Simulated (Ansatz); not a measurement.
A made-up structure of CH$_{6}$AlB, singlet:

```xyz
9
angstrom
B 0.7033 0.1824 -0.3583
C -0.5077 0.6309 -1.1395
Al -0.0774 -0.6794 1.2493
H -0.9841 -0.0240 -1.8235
H -0.9524 1.5752 -0.9548
H 1.3533 1.0069 0.1110
H 1.3202 -0.6786 -0.8062
H -0.3603 -2.2375 1.2332
H -0.3117 0.1840 2.5560
```

It is relaxed with PBE-D4/def2-SVP and then PBE0-D4/def2-TZVP (Ansatz 0.2.0). Atoms count as bonded within 1.22 times the sum of their covalent radii (H–H: 0.88 Å). The end point is not checked to be a true minimum.

(1) Does its bonding change? (A judgement: the text doesn't fix the answer.)

## Answers

(1) By the calculation: Yes. Formed: C2–Al3; broken: B1–Al3.

Where it ends: The first stage lowers the energy by 1.40 eV in 11 steps. It ends as CH₆AlB ([BH2][CH2][AlH2]):
B1  (1.136, 0.385, -0.739)
C2  (-0.367, 0.344, -0.613)
Al3  (-0.660, -0.596, 1.109)
H4  (-0.904, -0.305, -1.312)
H5  (-0.875, 1.297, -0.435)
H6  (1.768, 1.283, -0.254)
H7  (1.735, -0.527, -1.240)
H8  (-0.833, -2.171, 1.113)
H9  (-0.815, 0.251, 2.438)
(Å)

Labels in which every atom is bracketed show which atoms are joined, not bond orders.

For scale, one of the runs: PBE0-D4/def2-TZVP relaxation, 135 basis functions, launched by `ansatz run in.yaml --threads 2 --pin off --events-out ev --progress --plain --max-ram 4352MiB`. The run took about 19 s on 2 CPU threads of an Arm Neoverse V1 (shared host).
